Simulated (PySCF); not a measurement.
CHN, SMILES [C-]#[NH+] (connectivity only; charge and spin as stated), charge +1, multiplicity 2.

The structure is a stationary point at PBE-D3(BJ)/def2-TZVPD. The spin state was assumed, not searched.

All values below come from PBE-D3(BJ)/def2-TZVPD run with PySCF 2.14.0.

Frequencies are harmonic and unscaled.

Modes within 1.5 cm⁻¹ of each other (mostly degenerate sets) share a row, with their intensities summed.

```json
[
 {"mode": "1–2", "ν (cm⁻¹)": "557", "IR (km/mol)": "211.4", "moving atoms (share of kinetic energy)": "H 75 %, N 20 %"},
 {"mode": "3", "ν (cm⁻¹)": "2248", "IR (km/mol)": "0.2", "moving atoms (share of kinetic energy)": "C 54 %, N 35 %, H 11 %"},
 {"mode": "4", "ν (cm⁻¹)": "3473", "IR (km/mol)": "567.6", "moving atoms (share of kinetic energy)": "H 86 %, N 13 %"}
]
```
